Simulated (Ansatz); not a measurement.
Geometry optimisation, Ansatz, UKS B3LYP-D4/def2-SVP.

Input file:

```yaml
crystal:
  periodic: [false, false, false]
  atoms:
    - { symbol: "N", position_ang: [0.001, 0.0236, -0.5915] }
    - { symbol: H, position_ang: [-0.1273, 0.9089, -1.0604] }
    - { symbol: H, position_ang: [0.8728, -0.3876, -0.8972] }
    - { symbol: H, position_ang: [-0.761, -0.5992, -0.8234] }
    - { symbol: Cl, position_ang: [0.0143, -0.0583, 2.3586] }
    - { symbol: H, position_ang: [0.0002, 0.1126, 1.014] }
magnetization:
  spin_polarized: true
basis:
  gaussian: { orbitals: def2-SVP }
hamiltonian:
  xc: b3lyp
  dispersion: d4
relax:
  f_tol: 0.02
  max_steps: 40
```

Command:

```bash
$ ansatz run input.yaml --threads 1 --pin off --max-ram 2048MiB --backend cpu --events-out ev --progress --plain --runs-dir out
```

Q: Where does it end, and by what steps?

A: The run converged. After 4 steps the energy has fallen by 0.042 eV; Cl5 moved furthest, 0.16 Å.

```
step  energy less start (eV)  largest force component (eV/Å)  accepted
   0                  0.0000                           0.354       yes
   1                 -0.0280                           0.312       yes
   2                 -0.0356                           0.351       yes
   3                 -0.0409                           0.187       yes
   4                 -0.0419                           0.007       yes
```

```xyz
6
Properties=species:S:1:pos:R:3
N -0.004 -0.011 -0.619
H -0.131 0.921 -1.019
H 0.870 -0.385 -0.992
H -0.762 -0.598 -0.972
Cl 0.018 0.047 2.473
H 0.009 0.026 1.130
```

Whether the end is a true minimum wasn't checked by a vibrational analysis.

Time of the run: 6.5 s on 1 thread of Intel(R) Xeon(R) Platinum 8488C (Sapphire Rapids) (shared host), peak memory 0.14 GiB.
